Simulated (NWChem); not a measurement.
Species: N2 cation, doublet

All runs: NWChem. Spin-unrestricted. No stability test was run on the SCF state. The level has its own optimisation; frequencies are unscaled.

### Question
Estimate the computed values for PBE0/cc-pVTZ. Quantities: r N–N (Å); highest harmonic frequency (cm⁻¹); zero-point energy (kcal/mol).

### Answer
```
Property                           Value
---------------------------------  -----
r N–N (Å)                          1.103
highest harmonic frequency (cm⁻¹)   2370
zero-point energy (kcal/mol)         3.4
```
